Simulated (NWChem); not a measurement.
System: phosphine (PH3); SMILES P

Here is an NWChem input.

```
start job
memory heap 200 mb stack 900 mb global 1100 mb
geometry units angstroms noautoz
  P      0.000000     0.000000     0.138041
  H      0.404904    -1.125274    -0.643619
  H     -1.176967     0.211980    -0.643619
  H      0.772064     0.913294    -0.643619
end
basis spherical
  * library def2-tzvpd
end
dft
  xc becke88 lyp
  iterations 150
  mulliken
end
task dft energy
```

Parts of the log:

```
             Northwest Computational Chemistry Package (NWChem) 7.3.0
             --------------------------------------------------------

 C3V symmetry detected

                             Geometry "geometry" -> ""
                             -------------------------

 Output coordinates in angstroms (scale by  1.889725989 to convert to a.u.)

  No.       Tag          Charge          X              Y              Z
 ---- ---------------- ---------- -------------- -------------- --------------
    1 P                   15.0000    -0.00000000    -0.00000000     0.13027667
    2 H                    1.0000     0.84563235     0.84563235    -0.65138333
    3 H                    1.0000     0.30952292    -1.15515527    -0.65138333
    4 H                    1.0000    -1.15515527     0.30952292    -0.65138333

 Effective nuclear repulsion energy (a.u.)      17.4340134458

      Symmetry information
      --------------------

 Group name             C3v
 Group number             17
 Group order               6
 No. of unique centers     2

                                 NWChem DFT Module
                                 -----------------

 Summary of "ao basis" -> "ao basis" (spherical)
 ------------------------------------------------------------------------------
       Tag                 Description            Shells   Functions and Types
 ---------------- ------------------------------  ------  ---------------------
 P                         def2-tzvpd               15       43   6s5p3d1f
 H                         def2-tzvpd                5        9   3s2p

      Symmetry analysis of basis
      --------------------------

        a1         23
        a2          3
        e          44

  Rotation of axis

            General Information
            -------------------
          SCF calculation type: DFT
          Wavefunction type:  closed shell.
          No. of atoms     :     4
          No. of electrons :    18
           Alpha electrons :     9
            Beta electrons :     9
          Charge           :     0
          Spin multiplicity:     1
          Use of symmetry is: on ; symmetry adaption is: on
          Maximum number of iterations: 150
          AO basis - number of functions:    70
                     number of shells:    30
          Convergence on energy requested:  1.00D-06
          Convergence on density requested:  1.00D-05
          Convergence on gradient requested:  5.00D-04

              XC Information
              --------------
                    Becke 1988 Exchange Functional  1.000
              Lee-Yang-Parr Correlation Functional  1.000

             Grid Information
             ----------------
          Grid used for XC integration:  medium
          Radial quadrature: Mura-Knowles
          Angular quadrature: Lebedev.
          Tag              B.-S. Rad. Rad. Pts. Rad. Cut. Ang. Pts.
          ---              ---------- --------- --------- ---------
          P                   1.00       88           8.0       590
          H                   0.35       45           8.0       434
          Grid pruning is: on
          Number of quadrature shells:   133
          Spatial weights used:  Erf1

      Superposition of Atomic Density Guess
      -------------------------------------

 Sum of atomic energies:        -342.15056703

      Non-variational initial energy
      ------------------------------

 Total energy =    -342.343537
 1-e energy   =    -507.144208
 2-e energy   =     147.366658
 HOMO         =      -0.316824
 LUMO         =       0.052521

      Symmetry analysis of molecular orbitals - initial
      -------------------------------------------------

  Numbering of irreducible representations:

     1 a1          2 a2          3 e

  Orbital symmetries:

     1 a1          2 a1          3 e           4 e           5 a1
     6 a1          7 e           8 e           9 a1         10 a1
    11 e          12 e          13 a1         14 e          15 e
    16 e          17 e          18 a1         19 e

     ---------------------------------------------
      Total Density - Mulliken Population Analysis
     ---------------------------------------------

    Atom       Charge   Shell Charges
 -----------   ------   -------------------------------------------------------
    1 P   15    15.35   2.01  0.53  1.43  1.04  0.76  0.03  4.17  1.70  0.69  1.87  1.00  0.04  0.07  0.01  0.01
    2 H    1     0.88   0.21  0.48  0.16  0.01  0.02
    3 H    1     0.88   0.21  0.48  0.16  0.01  0.02
    4 H    1     0.88   0.21  0.48  0.16  0.01  0.02

   convergence    iter        energy       DeltaE   RMS-Dens  Diis-err
 ---------------- ----- ----------------- --------- --------- ---------
 d= 0,ls=0.0,diis     1   -343.1237725961 -3.61D+02  4.68D-03  5.13D-01
 d= 0,ls=0.0,diis     2   -343.1403798571 -1.66D-02  2.02D-03  1.42D-02
 d= 0,ls=0.0,diis     3   -343.1415012931 -1.12D-03  7.88D-04  9.00D-03
 d= 0,ls=0.0,diis     4   -343.1432568557 -1.76D-03  2.01D-04  1.80D-04
 d= 0,ls=0.0,diis     5   -343.1432873096 -3.05D-05  5.64D-05  3.22D-05
  Resetting Diis
 d= 0,ls=0.0,diis     6   -343.1432909161 -3.61D-06  3.48D-06  3.48D-08
 d= 0,ls=0.0,diis     7   -343.1432909220 -5.87D-09  6.18D-07  7.47D-10

         Total DFT energy =     -343.143290921976
      One electron energy =     -508.365324549847
           Coulomb energy =      172.094113570971
    Exchange-Corr. energy =      -24.306093388887
 Nuclear repulsion energy =       17.434013445788

 Numeric. integr. density =       18.000000047517

                  Occupations of the irreducible representations
                  ----------------------------------------------

                     irrep           alpha         beta
                     --------     --------     --------
                     a1                5.0          5.0
                     a2                0.0          0.0
                     e                 4.0          4.0

                       DFT Final Molecular Orbital Analysis
                       ------------------------------------

 Vector    7  Occ=2.000000D+00  E=-3.403528D-01  Symmetry=e
              MO Center=  3.1D-01, -1.5D-01, -3.4D-01, r^2= 1.8D+00
   Bfn.  Coefficient  Atom+Function         Bfn.  Coefficient  Atom+Function
  ----- ------------  ---------------      ----- ------------  ---------------
    17      0.322005  1 P  py                54     -0.223264  3 H  s
    45      0.201014  2 H  s                 14      0.160153  1 P  py
    53     -0.151858  3 H  s                  8     -0.141516  1 P  py
    44      0.136724  2 H  s                 55     -0.132363  3 H  s
    20      0.120070  1 P  py                46      0.119172  2 H  s

 Vector    8  Occ=2.000000D+00  E=-3.403528D-01  Symmetry=e
              MO Center= -3.1D-01,  1.5D-01, -3.4D-01, r^2= 1.8D+00
   Bfn.  Coefficient  Atom+Function         Bfn.  Coefficient  Atom+Function
  ----- ------------  ---------------      ----- ------------  ---------------
    16      0.322005  1 P  px                63     -0.244957  4 H  s
    62     -0.166613  4 H  s                 13      0.160153  1 P  px
    64     -0.145224  4 H  s                  7     -0.141516  1 P  px
    45      0.141748  2 H  s                 19      0.120070  1 P  px
    54      0.103209  3 H  s                 44      0.096413  2 H  s

 Vector    9  Occ=2.000000D+00  E=-2.429157D-01  Symmetry=a1
              MO Center= -3.6D-15, -5.5D-17,  3.2D-01, r^2= 1.9D+00
   Bfn.  Coefficient  Atom+Function         Bfn.  Coefficient  Atom+Function
  ----- ------------  ---------------      ----- ------------  ---------------
    18      0.393970  1 P  pz                 4      0.317749  1 P  s
     5      0.301721  1 P  s                 21      0.221866  1 P  pz
     3     -0.195893  1 P  s                 15      0.183903  1 P  pz
     9     -0.161509  1 P  pz                45     -0.108348  2 H  s
    54     -0.108348  3 H  s                 63     -0.108348  4 H  s

 Vector   10  Occ=0.000000D+00  E=-1.417209D-02  Symmetry=a1
              MO Center= -1.2D-15, -3.6D-16, -2.8D-01, r^2= 7.9D+00
   Bfn.  Coefficient  Atom+Function         Bfn.  Coefficient  Atom+Function
  ----- ------------  ---------------      ----- ------------  ---------------
     6      2.200937  1 P  s                 21     -0.825336  1 P  pz
    46     -0.760491  2 H  s                 55     -0.760491  3 H  s
    64     -0.760491  4 H  s                  5      0.675848  1 P  s
     4     -0.491515  1 P  s                 60     -0.336508  3 H  py
    68     -0.336508  4 H  px                50      0.246341  2 H  px

 Vector   11  Occ=0.000000D+00  E=-8.422011D-03  Symmetry=e
              MO Center=  2.0D-02,  3.4D-02,  7.3D-02, r^2= 3.8D+00
   Bfn.  Coefficient  Atom+Function         Bfn.  Coefficient  Atom+Function
  ----- ------------  ---------------      ----- ------------  ---------------
    55      0.326017  3 H  s                 33     -0.309617  1 P  d -1
    17     -0.293606  1 P  py                64     -0.283797  4 H  s
    54     -0.248685  3 H  s                 35     -0.243312  1 P  d  1
    16      0.230730  1 P  px                36      0.228474  1 P  d  2
    63      0.216479  4 H  s                 61      0.186807  3 H  pz

 Vector   12  Occ=0.000000D+00  E=-8.422011D-03  Symmetry=e
              MO Center= -2.0D-02, -3.4D-02,  7.3D-02, r^2= 3.8D+00
   Bfn.  Coefficient  Atom+Function         Bfn.  Coefficient  Atom+Function
  ----- ------------  ---------------      ----- ------------  ---------------
    46      0.352076  2 H  s                 35     -0.309617  1 P  d  1
    16      0.293606  1 P  px                45     -0.268562  2 H  s
    33      0.243312  1 P  d -1              17      0.230730  1 P  py
    32     -0.228474  1 P  d -2              64     -0.212602  4 H  s
    52      0.201738  2 H  pz                59      0.167752  3 H  px

[...]
```

Level: BLYP/def2-TZVPD. Structure relaxed at the PBE0/def2-SVP level.
